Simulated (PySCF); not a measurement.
## SiS2, singlet: structure and spectrum

These are results of PySCF, PBE0, basis Si def2-TZVP, S def2-TZVP (no relativity, density fitting), not measurements.

The structure is a minimum.

```xyz
3
charge 0 multiplicity 1, angstrom
Si    0.0000    0.0000    0.0000
S     0.0000    0.0000    1.9182
S     0.0000    0.0000   -1.9182
```

```
Point group                                                                   : D∞h
Bond lengths                                                                  : Si–S 1.918 Å (×2)
Bond angles                                                                   : S–Si–S 180.0°
Entropy at 298.15 K and 1 bar                                                 : 255.4 J/(mol K)
Zero-point energy                                                             : 11.1 kJ/mol
Principal quadrupole moments (Buckingham, traceless) about the centre of mass : -2.69, 1.35, 1.35 D Å
Lowest empty level                                                            : -2.26 eV
Atomisation energy without zero-point energy                                  : 948 kJ/mol
Heat capacity Cp at 298.15 K                                                  : 51.4 J/(mol K)
Highest occupied level                                                        : -8.13 eV
Rotational constants                                                          : 0.07165 cm⁻¹
Enthalpy at 298.15 K above 0 K                                                : 12.34 kJ/mol
Principal polarisabilities                                                    : 41.1, 41.1, 101.4 bohr³
Rotational symmetry number                                                    : 2
Dipole moment                                                                 : 0.00 D
```

Harmonic modes (masses in u: Si 27.977, S 31.972):
| symmetry | ω (cm⁻¹) | IR (km/mol, summed over degenerate members) |
| --- | --- | --- |
| πu | 193 | 17.5 |
| σg+ | 528 | 0.0 |
| σu+ | 942 | 169 |

In D∞h the vibrations span πu + σg+ + σu+. The σg+ mode carries no infrared intensity, as symmetry demands. With a centre of inversion only u modes can be infrared active and only g modes Raman active.

Charges (e):
```csv
atom,Mulliken,Löwdin,polar tensor,Mayer order to Si1
Si1,0.41,-0.34,0.89,–
"S2,3",-0.20,0.17,-0.44,2.23
```

Mulliken populations on Si1: s 5.11, p 8.01, d 0.42, f 0.05.

Outer orbital energies (eV). occupied: -21.06, -20.10, -12.88, -10.40, -9.35, -9.35, -8.13, -8.13; empty: -2.26, -1.80, -1.80, 2.95.

Counting electrons, silicon keeps none of its valence electrons outside its bonds, so the VSEPR class is AX2 and the expected shape is linear (D∞h), as computed.

The final relaxation and frequency run took 21 s on 2 threads of a shared Arm Neoverse N1 host, with 111 basis functions and 5 gradients; the process peaked at 0.95 GiB.
